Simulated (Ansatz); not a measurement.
**AlSiH₂ (quartet): the correlation ladder, def2-QZVPP**

An exercise on one series of results from a longer session: the logs are not shown, and one member is left open.

The runs use Ansatz 0.2.0, Gaussian basis; def2-QZVPP, core rule «outside noble gas», up to 10 orbitals frozen.

Plan: UHF; ROHF; CCSD(T) on UHF.

2 further runs of the same task are left out: 2 set aside as unsound or not needed.

## The system

The geometry is a PBE0/def2-TZVP stationary point (not a proven minimum) of the parent state, kept for this charge and spin.

4 atoms, charge 0, spin multiplicity 4.

Atoms are counted from 1 here; the program's logs count them from 0.

Bond lengths: Si1–Al2 2.509 Å, Si1–H3 1.501 Å, Si1–H4 1.501 Å. Angles: Al2–Si1–H3 121.8°, Al2–Si1–H4 121.8°, H3–Si1–H4 104.9°.

The first run:

The input, in.yaml:

```yaml
crystal:
  periodic: [false, false, false]
  atoms:
    - {symbol: Si, position_ang: [-0.056321, 0.000000, 1.156776]}
    - {symbol: Al, position_ang: [0.030473, 0.000000, -1.350744]}
    - {symbol: H, position_ang: [0.376805, -1.189387, 1.962674]}
    - {symbol: H, position_ang: [0.376805, 1.189387, 1.962674]}
basis:
  gaussian: {orbitals: "def2-QZVPP.json"}
magnetization: {spin_polarized: true, initial_magnetization: 3}
hamiltonian: {xc: hf}
output: {orbitals: {seedname: orbitals}}
```

Command:

```console
$ ansatz run in.yaml --threads 1 --pin off --events-out ev --progress --plain --max-ram 2393MiB
```

Steps of the session up to this table: UHF; ROHF; CCSD(T) on UHF.

One table of the session follows, with a row left open; its other results are not shown here.

```
  method  from UCCSD(T) (meV)
    ROHF              +5295.4
     UHF              +5158.3
    UMP2              +1073.8
   UCCSD                    ?
UCCSD(T)                    0
```

Q: Estimate the row for UCCSD from the others.

The run gave: from UCCSD(T) (meV): +227.1. In the column «from UCCSD(T) (meV)» it lies between UCCSD(T) (0) and UMP2 (+1073.8).
